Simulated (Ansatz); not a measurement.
Si(NH2)2 (SiN₂H₄). Total charge 0; singlet. Geometry PBE0-D4/def2-TZVP.

```xyz
7

Si    0.6531   -0.5768    0.7269
N     0.5785   -0.6532   -0.9860
H     1.1774   -1.2840   -1.4922
H    -0.0179   -0.1226   -1.6035
N    -0.5401    0.6192    1.0287
H    -0.7462    0.9035    1.9720
H    -1.1047    1.1139    0.3541
```

B3LYP takes the VWN-RPA correlation. HSE06 is defined as in plane-wave codes, on full-range PBE exchange.

Problem. Estimate the orbital energies around the gap (eV) in Ansatz with PBE-D4/def2-SVP, B3LYP-D4/def2-TZVP, HSE06-D4/def2-TZVP, CAM-B3LYP-D4/def2-TZVP, ωB97X-V/def2-TZVP.

Solution. 
```csv
orbital,PBE-D4/def2-SVP,B3LYP-D4/def2-TZVP,HSE06-D4/def2-TZVP,CAM-B3LYP-D4/def2-TZVP,ωB97X-V/def2-TZVP
HOMO−5,-12.21,-13.77,-13.69,-15.60,-16.74
HOMO−4,-11.68,-13.20,-13.11,-14.97,-16.09
HOMO−3,-9.55,-11.05,-10.94,-12.76,-13.83
HOMO−2,-6.94,-8.33,-8.22,-10.10,-11.22
HOMO−1,-5.60,-7.03,-6.90,-8.70,-9.76
HOMO,-5.02,-6.16,-5.93,-7.65,-8.63
LUMO,-0.73,-0.44,-0.63,0.82,1.81
LUMO+1,0.71,0.57,0.47,1.70,2.72
LUMO+2,0.87,0.66,0.64,1.77,2.87
LUMO+3,2.22,2.04,2.02,3.15,4.26
LUMO+4,2.86,2.71,2.60,3.85,4.85
LUMO+5,3.59,2.80,2.76,4.01,5.12
```
